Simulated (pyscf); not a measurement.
`[CH3][N]([CH3])[AlH2]` + `[NH3]` -> `[CH3][N]([CH3])[AlH][NH2]` + `[H][H]`, a four-centre exchange (singlet surface; Al–H, H–N broken, Al–N, H–H formed). Single points on ωB97X-D3(BJ)/def2-SVP structures (PySCF, gas phase). Energies in kcal/mol from the separated reactants.

AM1 to PM7: differences of heats of formation from MOPAC. 

Problem. In single points AM1 puts the saddle at 27.8 kcal/mol and the reaction energy at -22.6 kcal/mol. Should these be trusted to within a few kcal/mol? Compare with ωB97M-D3(BJ)/def2-TZVP.

Solution. ωB97M-D3(BJ)/def2-TZVP gives ΔE‡ = 7.4 kcal/mol and ΔE = -15.4 kcal/mol. AM1 lies 20.4 kcal/mol over it in the barrier and 7.2 kcal/mol under it in the reaction energy, so on this step it does not hold to within 3.0 kcal/mol. ωB97M-D3(BJ)/def2-TZVP has limits of its own. On the reactant side the descent ends in an adduct with a Al–N contact (not fully relaxed), 24.7 kcal/mol under the separated species and 30.8 kcal/mol under the saddle at ωB97X-D3(BJ)/def2-TZVP. What is counted as formed (Al–N) is already present as a longer contact in the reactant adduct; forming that adduct is a step of its own. At the saddle there is also a short Al–H contact that neither side keeps. H₃C–N(CH₃)–AlH₂ lies 36.8 kcal/mol over its isomer H₃C–Al(CH₃)–NH₂ (electronic energy, ωB97M-D3(BJ)). This is the saddle that the search found; another between the same sides may lie lower.
